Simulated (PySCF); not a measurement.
**Si2: a base run and its variants**

Base input, run as `OMP_NUM_THREADS=1 python input.py` with PySCF 2.14:

```python
from pyscf import gto, scf, cc

mol = gto.M(
    atom='Si 0 0 0; Si 0 0 2.308',
    basis='pcseg-1',
    charge=0,
    spin=2,
    verbose=4,
)
mf = scf.UHF(mol)
mf.kernel()
mycc = cc.CCSD(mf, frozen=10)
mycc.kernel()
mycc.ccsd_t()
mf.dip_moment()
print('orbital energies (hartree):', [e[max(0, n-3):n+3].round(4) for e, n in zip(mf.mo_energy, mol.nelec)])
```

Base result: E(SCF) = -577.672369 Eh, 9 cycles, E(CCSD) − E(SCF) = -0.16657 Eh, (T) = -0.01065 Eh, ⟨S²⟩ = 2.023, μz(SCF) = 0.00 D. The bond length is a typed value, not an optimised one. No search for the lowest solution was made.

It ran on Arm Neoverse V1 (1 thread, shared host) in 1.5 s, peak memory 0.12 GiB.

Each row names what differs from the base; energies in brackets are changes from the base.

```tsv
change	result	wall time (s)
spin (2S): 2 → 0	E(SCF) = -577.597320 Eh (+2.0422 eV), 9 cycles, E(CCSD) − E(SCF) = -0.20528 Eh, (T) = -0.01805 Eh, μz(SCF) = 0.00 D	1.4
functional: none (Hartree–Fock) → scan; SCF type: UHF → UKS; step after the SCF: ccsd(t) → analyze	E(SCF) = -578.852333 Eh, 8 cycles, ⟨S²⟩ = 2.009, μz(SCF) = 0.00 D	3.3
geometry: bond 2.308 → bond 2.146	E(SCF) = -577.679758 Eh (-0.2011 eV), 9 cycles, E(CCSD) − E(SCF) = -0.16340 Eh, (T) = -0.00975 Eh, ⟨S²⟩ = 2.020, μz(SCF) = 0.00 D	1.4
step after the SCF: ccsd(t) → eomea; number of roots: default → 3 [positive roots are unbound]	E(SCF) = -577.672369 Eh (+0.0000 eV), 9 cycles, E(CCSD) − E(SCF) = -0.16657 Eh, ⟨S²⟩ = 2.023, μz(SCF) = 0.00 D, attachment roots -1.780, -1.774, -0.342 eV	1.6
spin (2S): 2 → 4 [a high spin state]	E(SCF) = -577.667207 Eh (+0.1405 eV), 9 cycles, E(CCSD) − E(SCF) = -0.13350 Eh, (T) = -0.00546 Eh, ⟨S²⟩ = 6.008, μz(SCF) = 0.00 D	1.3
charge: 0 → -1; spin (2S): 2 → 3 [an earlier cycle lay lower, so not the lowest solution of its kind] [another spin of the ion may lie lower] [no diffuse functions for the anion] [a high spin state]	E(SCF) = -577.673856 Eh (-0.0405 eV), 11 cycles, E(CCSD) − E(SCF) = -0.15782 Eh, (T) = -0.00889 Eh, ⟨S²⟩ = 3.772	1.6
geometry: bond 2.308 → bond 3.462	E(SCF) = -577.563566 Eh (+2.9607 eV), 9 cycles, E(CCSD) − E(SCF) = -0.18427 Eh, (T) = -0.01650 Eh, ⟨S²⟩ = 2.006, μz(SCF) = 0.00 D	1.5
geometry: bond 2.308 → bond 2.885	E(SCF) = -577.633918 Eh (+1.0463 eV), 9 cycles, E(CCSD) − E(SCF) = -0.16495 Eh, (T) = -0.01099 Eh, ⟨S²⟩ = 2.009, μz(SCF) = 0.00 D	1.4
cycle limit: 50 → 1 [unsound on purpose]	not converged: SCF after 1 cycles	1.3
basis set: pcseg-1 → 6-311++g**	E(SCF) = -577.730627 Eh (-1.5853 eV), 10 cycles, E(CCSD) − E(SCF) = -0.17222 Eh, (T) = -0.01163 Eh, ⟨S²⟩ = 2.024, μz(SCF) = 0.00 D	6.1
geometry: bond 2.308 → bond 6.924	not converged: UCCSD, E(SCF) = -577.390192 Eh (+7.6784 eV), 11 cycles, E(CCSD) − E(SCF) = -0.23995 Eh, (T) = -0.04832 Eh, ⟨S²⟩ = 2.003, μz(SCF) = 0.00 D	2.3
spin (2S): 2 → 6 [a high spin state]	E(SCF) = -577.593357 Eh (+2.1500 eV), 9 cycles, E(CCSD) − E(SCF) = -0.08128 Eh, (T) = -0.00256 Eh, ⟨S²⟩ = 12.005, μz(SCF) = 0.00 D	1.3
step after the SCF: ccsd(t) → gradient	E(SCF) = -577.672369 Eh (+0.0000 eV), 9 cycles, ⟨S²⟩ = 2.023, μz(SCF) = 0.00 D, gradient on the second atom 0.0420 Eh/bohr	1.5
step after the SCF: ccsd(t) → eomip; number of roots: default → 4	E(SCF) = -577.672369 Eh (+0.0000 eV), 9 cycles, E(CCSD) − E(SCF) = -0.16657 Eh, ⟨S²⟩ = 2.023, μz(SCF) = 0.00 D, ionisation roots 7.556, 7.992, 8.429, 8.809 eV	1.4
point-group symmetry: off → on	not converged: SCF after 50 cycles	1.8
step after the SCF: ccsd(t) → mp2	E(SCF) = -577.672369 Eh (+0.0000 eV), 9 cycles, E(MP2) − E(SCF) = -0.14138 Eh, ⟨S²⟩ = 2.023, μz(SCF) = 0.00 D	1
basis set: pcseg-1 → 6-31g	E(SCF) = -577.670024 Eh (+0.0638 eV), 8 cycles, E(CCSD) − E(SCF) = -0.10992 Eh, (T) = -0.00458 Eh, ⟨S²⟩ = 2.023, μz(SCF) = 0.00 D	1
initial guess: minao → hcore	E(SCF) = -577.672369 Eh (+0.0000 eV), 11 cycles, E(CCSD) − E(SCF) = -0.16657 Eh, (T) = -0.01065 Eh, ⟨S²⟩ = 2.023, μz(SCF) = 0.00 D	1.4
```

Question: Order these changes by how far they move the SCF energy from the base, largest first: (1) geometry: bond 2.308 → bond 2.146; (2) geometry: bond 2.308 → bond 2.885; (3) geometry: bond 2.308 → bond 3.462; (4) initial guess: minao → hcore.

Answer: (3) +2.9607 eV, (2) +1.0463 eV, (1) -0.2011 eV, (4) +0.0000 eV.
